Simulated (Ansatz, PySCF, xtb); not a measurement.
Bonds broken one at a time in the series Al F-NH2. Gas-phase values, no solvent. Strings in code marks are SMILES.

Quantity: homolytic bond dissociation enthalpy at 298 K (no spin–orbit term), in kJ/mol. Enthalpy corrections at 298 K come from GFN2-xTB frequencies (xtb).

Level 1: PBE-D3(BJ)/def2-TZVP // CAM-B3LYP-D3(BJ)/def2-TZVP (PySCF)
Level 2: PBE/6-31G* // CAM-B3LYP-D3(BJ)/def2-TZVP (PySCF)
Level 3: frozen-core MP2/6-31G* // CAM-B3LYP-D3(BJ)/def2-TZVP (PySCF)
Level 4: HF/cc-pVTZ // CAM-B3LYP-D3(BJ)/def2-TZVP (Ansatz, a quantum-chemistry and plane-wave program)

| species | level 1 | level 2 | level 3 | level 4 |
|---|---|---|---|---|
| N–Al bond of `[NH2][Al]([NH2])[F]`, giving `[NH2]` and `[NH2][Al][F]` | 432.5 | 419.6 | 434.7 | 326.1 |
| Al–F bond of `[NH2][Al]([F])[F]`, giving `[F]` and `[NH2][Al][F]` | 649.2 | 646.5 | 654.6 | 487.7 |
| N–Al bond of `[NH2][Al]([F])[F]`, giving `[F][Al][F]` and `[NH2]` | 434.5 | 425.8 | 442.4 | 329.5 |
